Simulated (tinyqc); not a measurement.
Worked calculation: UHF in the sto-3g basis, for LiH, spin multiplicity 3. One step of it, computed by the program tinyqc.

Question. Orthogonalisation. S = U s U^T; symmetric (Loewdin) form X = U s^(-1/2) U^T, so that X^T S X = 1.

overlap S, order 1Li 1s, 1Li 2s, 1Li 2px, 1Li 2py, 1Li 2pz, 2H 1s:
$$\begin{pmatrix}
1.000000 & 0.241137 & 0.000000 & 0.000000 & 0.000000 & 0.009722 \\
0.241137 & 1.000000 & 0.000000 & 0.000000 & 0.000000 & 0.209453 \\
0.000000 & 0.000000 & 1.000000 & 0.000000 & 0.000000 & 0.000000 \\
0.000000 & 0.000000 & 0.000000 & 1.000000 & 0.000000 & 0.000000 \\
0.000000 & 0.000000 & 0.000000 & 0.000000 & 1.000000 & 0.312306 \\
0.009722 & 0.209453 & 0.000000 & 0.000000 & 0.312306 & 1.000000
\end{pmatrix}$$

Give: eigenvalues of S; X.

Answer.

eigenvalues of S: [0.5972, 0.8110, 1.0000, 1.0000, 1.1815, 1.4103]

X, order 1Li 1s, 1Li 2s, 1Li 2px, 1Li 2py, 1Li 2pz, 2H 1s:
$$\begin{pmatrix}
1.0233 & -0.1283 & 0.0000 & 0.0000 & -0.0045 & 0.0166 \\
-0.1283 & 1.0425 & 0.0000 & 0.0000 & 0.0284 & -0.1187 \\
0.0000 & 0.0000 & 1.0000 & 0.0000 & 0.0000 & 0.0000 \\
0.0000 & 0.0000 & 0.0000 & 1.0000 & 0.0000 & 0.0000 \\
-0.0045 & 0.0284 & 0.0000 & 0.0000 & 1.0409 & -0.1719 \\
0.0166 & -0.1187 & 0.0000 & 0.0000 & -0.1719 & 1.0598
\end{pmatrix}$$
